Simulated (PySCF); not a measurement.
C2H3O2 (doublet state).
Geometry (PBE0-D3(BJ)/def2-SVP, Å), atoms numbered from 1 in this order:
```xyz
7
C2H3O2 angstrom
C     -0.729   -0.145    0.117
O      0.524   -0.846    0.053
C      1.605   -0.114    0.096
O      1.735    1.061    0.187
H     -0.904    0.395   -0.824
H     -1.501   -0.909    0.265
H     -0.724    0.568    0.953
```

The hyperfine couplings belong to this conformer and change with its torsions.

As a line formula: `CO[C]=O` [radical].

Method used: UKS B3LYP, IGLO-III on C O, pcH-1 on H, non-relativistic, mean-field spin-orbit, GIAO in PySCF. One conformer (not necessarily the lowest) at the PBE0-D3(BJ)/def2-SVP geometry, without solvent, vibrations or thermal averaging. No stability test was run, so a lower SCF solution isn't excluded.

**Question.** Match the computed a_iso(13C) values +622.6, +22.1 MHz with the sites C1; C3.

**Answer.** 
```json
{"site": "C1", "a_iso (MHz)": "+22.1", "ρ(0) (bohr⁻³)": "+0.0197", "position": "2 bonds from C3", "distance from C3 (Å)": "2.33", "spin population": "+0.08", "largest |T| (MHz)": "13.3"}
{"site": "C3", "a_iso (MHz)": "+622.6", "ρ(0) (bohr⁻³)": "+0.5539", "position": "largest spin population", "distance from C3 (Å)": "0.00", "spin population": "+0.72", "largest |T| (MHz)": "91.2"}
```

**Question.** Match the computed a_iso(17O) values -244.5, -54.5 MHz with the sites O2; O4.

**Answer.** 
```csv
site,a_iso (MHz),ρ(0) (bohr⁻³),position,distance from C3 (Å),spin population,largest |T| (MHz)
O2,-244.5,+0.4033,1 bond from C3,1.31,-0.02,20.8
O4,-54.5,+0.0900,1 bond from C3,1.19,+0.22,94.1
```

ρ(0) is the spin density at the nucleus and T the dipolar tensor; entries for several nuclei are means. The largest Mulliken spin populations are on C3 (+0.72), O4 (+0.22) and C1 (+0.08).

Nuclei that the bonding pattern makes equivalent are averaged, as if the motion that swaps them (rotation, inversion, ring flip) were fast.
